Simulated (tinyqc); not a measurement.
Inside a calculation. Method: Born-Oppenheimer dynamics on the RHF/sto-6g surface (energies and gradients from PySCF), for NH3, spin multiplicity 1. Computed by tinyqc, a small Python program that keeps every step (integrals from PySCF). Settings: charge = 0, multiplicity = 1, basis = sto-6g, time step (fs) = 1.0, steps = 16. Command: `OMP_NUM_THREADS=1 python tinyqc.py 31157 31158 out.jsonl` (the two numbers bound the seeds that draw the settings). One thread of a shared host (Intel(R) Xeon(R) Processor @ 2.60GHz), about 4 s of CPU time with the checks.

## Velocity Verlet step 1

positions (bohr):
```
            x          y         z
1N   0.028346   0.064251  0.187083
2H   1.789571  -0.069920  0.007559
3H  -0.788016   1.545796  0.051023
4H  -0.886282  -1.504222  0.020787
```

velocities (bohr per atomic time unit):
```
               x             y             z
1N  -0.000016337   0.000139573   0.000092457
2H  -0.000161337  -0.001288427  -0.000633543
3H   0.000711663  -0.000447427  -0.000172543
4H  -0.000323337  -0.000203427  -0.000478543
```

gradient (hartree/bohr):
```
              x            y            z
1N  -0.02049760   0.11370165  -0.03679288
2H  -0.08928499  -0.00281840   0.01197840
3H   0.07933819  -0.14940830   0.01801823
4H   0.03044441   0.03852504   0.00679625
```

masses (electron masses): 1N 25526.042363, 2H 1837.152588, 3H 1837.152588, 4H 1837.152588

gradient after step 1 (hartree/bohr):
```
              x            y            z
1N  -0.01696839   0.10078253  -0.03296852
2H  -0.05439705  -0.00734648   0.01056867
3H   0.05308538  -0.10602125   0.01710882
4H   0.01828006   0.01258521   0.00529103
```

dt = 1 fs = 41.3414 atomic units; x' = x + v dt - g dt^2 / (2m); after the new gradient g', v' = v - (g + g') dt / (2m).

positions after step 1 (bohr):
```
            x          y          z
1N   0.028357   0.066214   0.192137
2H   1.824432  -0.121874  -0.024204
3H  -0.795499   1.596796   0.035508
4H  -0.913810  -1.530552  -0.002158
```

velocities after step 1 (bohr per atomic time unit):
```
               x             y             z
1N   0.000014003  -0.000034113   0.000148949
2H   0.001455299  -0.001174057  -0.000887231
3H  -0.000778298   0.002426534  -0.000567774
4H  -0.000871559  -0.000778493  -0.000614543
```

## Velocity Verlet step 2

gradient after step 2 (hartree/bohr):
```
              x            y            z
1N  -0.00147573   0.02309064  -0.01922337
2H   0.00690354  -0.01491697   0.00599827
3H  -0.00798721   0.00724876   0.00874984
4H   0.00255940  -0.01542243   0.00447526
```

As before.

positions after step 2 (bohr):
```
            x          y          z
1N   0.029504   0.061430   0.199398
2H   1.909899  -0.166994  -0.065800
3H  -0.852368   1.746428   0.004077
4H  -0.958344  -1.568590  -0.030025
```

velocities after step 2 (bohr per atomic time unit):
```
               x             y             z
1N   0.000028939  -0.000134424   0.000191213
2H   0.001989671  -0.000923560  -0.001073634
3H  -0.001285719   0.003537871  -0.000858723
4H  -0.001106034  -0.000746570  -0.000724428
```

## Energy conservation

The total energy should stay constant up to terms of order dt^2; the step counts as short enough if it moves by less than 2 % of the largest kinetic energy.

Trajectory:

| time (fs) | 1N-2H (angstrom) | potential (hartree) | kinetic (hartree) | total (hartree) |
|---|---|---|---|---|
| 0.000000 | 0.939516 | -55.95156524 | 0.00329949 | -55.94826575 |
| 1.000000 | 0.962472 | -55.96285685 | 0.01209778 | -55.95075907 |
| 2.000000 | 1.012153 | -55.97382735 | 0.02199774 | -55.95182962 |
| 3.000000 | 1.058578 | -55.96338522 | 0.01334633 | -55.95003889 |
| 4.000000 | 1.080709 | -55.95434937 | 0.00520198 | -55.94914739 |
| 5.000000 | 1.071010 | -55.96092494 | 0.01138988 | -55.94953506 |
| 6.000000 | 1.034528 | -55.97700498 | 0.02603270 | -55.95097228 |
| 7.000000 | 0.988967 | -55.98149275 | 0.02974878 | -55.95174397 |
| 8.000000 | 0.961878 | -55.96884995 | 0.02003745 | -55.94881249 |
| 9.000000 | 0.974756 | -55.97539581 | 0.02525739 | -55.95013842 |
| 10.000000 | 1.022146 | -55.98728803 | 0.03540869 | -55.95187934 |
| 11.000000 | 1.077604 | -55.97789024 | 0.02724899 | -55.95064125 |
| 12.000000 | 1.116318 | -55.96174859 | 0.01222530 | -55.94952329 |
| 13.000000 | 1.124649 | -55.95608502 | 0.00677600 | -55.94930902 |
| 14.000000 | 1.100249 | -55.96429993 | 0.01420818 | -55.95009174 |
| 15.000000 | 1.051890 | -55.97410044 | 0.02260159 | -55.95149885 |
| 16.000000 | 1.000274 | -55.96727544 | 0.01638408 | -55.95089136 |

The total energy moves within 3.6e-03 hartree; that is over 2 % of the largest kinetic energy, so the time step is too long.
